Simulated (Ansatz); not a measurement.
**AsH⁻, quartet: reading a ladder of total energies**

Geometry: that of the AsH⁻, doublet, kept fixed. The doublet lies 1.6 eV lower here.

```yaml
atoms:
  - { symbol: As, position_ang: [0.0000, 0.0000, 0.0000] }
  - { symbol: H, position_ang: [0.0000, 0.0000, 1.5478] }
```

Basis aug-cc-pVTZ; Ansatz 0.2.0. Correlated methods freeze the noble-gas cores and the filled d shells of p-block atoms, which leaves 7 electrons in 68 orbitals. R marks a restricted (for open shells ROHF) determinant, U an unrestricted one. No spin–orbit coupling is included, and no scalar relativity. This anion state lies near or above the neutral species, so the extra electron is weakly bound or unbound and the energies hang on the diffuse functions.

Full CI isn't at hand for all of this; UCCSDT(Q) serves as the reference, and is uncertain by the last step of the cluster series or more.

UCCSD has a T1 diagnostic of 0.037 and a largest doubles amplitude of 0.05.

Runs differ by some tens of microhartree through their thresholds and, for an open shell, their frozen cores, so steps under 0.03 kcal/mol mean nothing.

Here the R and U totals at CCSDT(Q) differ by 0.22 kcal/mol, a measure of how far such totals hang on the determinant and its frozen core.

```
    level  total energy (hartree)
      UHF            -2234.775277
     UMP2            -2234.879356
    UCCSD            -2234.901025
 UCCSD(T)            -2234.905868
   UCCSDT            -2234.906764
UCCSDT(Q)            -2234.906933
```

**Question.** What is the correlation energy at UCCSDT(Q), and what share of it do UMP2 and UCCSD(T) recover?

**Answer.** E(corr) = -2234.906933 − (-2234.775277) = -0.131656 hartree = -3.583 eV. UMP2: -0.104079 / -0.131656 = 79.05 %. UCCSD(T): -0.130591 / -0.131656 = 99.19 %.

**Question.** By how many kcal/mol does UCCSD(T) miss UCCSDT(Q) (1 hartree = 627.509 kcal/mol), and which steps make up the rest?

**Answer.** -2234.905868 − (-2234.906933) = 0.001065 hartree = 0.67 kcal/mol. Steps: UCCSDT − UCCSD(T) = -0.56, UCCSDT(Q) − UCCSDT = -0.11 kcal/mol. That is within 1 kcal/mol of the reference in this basis, which itself misses far more of the correlation at the basis-set limit.
